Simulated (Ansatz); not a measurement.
A run of Ansatz (development build ahead of 0.2.0) on singlet C4H8 at this shape:

```yaml
atoms:
  - { symbol: C, position_ang: [-0.0062, -0.6677, -0.6654] }
  - { symbol: C, position_ang: [0.0059, -0.6660, 0.6633] }
  - { symbol: C, position_ang: [0.0009, 0.5295, -1.5867] }
  - { symbol: C, position_ang: [0.0065, 0.5271, 1.5865] }
  - { symbol: H, position_ang: [0.0036, -1.6445, -1.1595] }
  - { symbol: H, position_ang: [-0.0035, -1.6346, 1.1753] }
  - { symbol: H, position_ang: [0.0086, 1.4835, -1.0470] }
  - { symbol: H, position_ang: [0.8803, 0.5142, -2.2458] }
  - { symbol: H, position_ang: [-0.8760, 0.5017, -2.2538] }
  - { symbol: H, position_ang: [0.0082, 1.4835, 1.0457] }
  - { symbol: H, position_ang: [-0.8799, 0.5037, 2.2565] }
  - { symbol: H, position_ang: [0.8879, 0.5128, 2.2487] }
```

Its results:

```yaml
Converged: yes
Reference_energy: -154.24140 hartree
Correlation_energy: -0.22520 hartree
Total_energy: -154.46660 hartree
Spin_squared_of_the_determinant: 0.000
```

Q: Which input gives this output? Name the method, the orbitals and the basis set, and write the input.

A: RHF-MP2 in STO-3G. An unrestricted run that stays on the closed shell gives the same numbers.

```yaml
crystal:
  periodic: [false, false, false]
  atoms:
    - { symbol: C, position_ang: [-0.00618, -0.66769, -0.66541] }
    - { symbol: C, position_ang: [0.00587, -0.66599, 0.66326] }
    - { symbol: C, position_ang: [0.00094, 0.52947, -1.58669] }
    - { symbol: C, position_ang: [0.00653, 0.52709, 1.58653] }
    - { symbol: H, position_ang: [0.00359, -1.64452, -1.15947] }
    - { symbol: H, position_ang: [-0.00348, -1.63462, 1.17528] }
    - { symbol: H, position_ang: [0.00861, 1.48349, -1.04703] }
    - { symbol: H, position_ang: [0.88027, 0.51422, -2.24582] }
    - { symbol: H, position_ang: [-0.87602, 0.50168, -2.25384] }
    - { symbol: H, position_ang: [0.00817, 1.48353, 1.04574] }
    - { symbol: H, position_ang: [-0.8799, 0.5037, 2.25647] }
    - { symbol: H, position_ang: [0.88789, 0.51283, 2.24868] }
basis:
  gaussian: { orbitals: STO-3G }
hamiltonian:
  xc: hf
correlation:
  method: mp2
  frozen_orbitals: { C: 1, H: 0 }
```
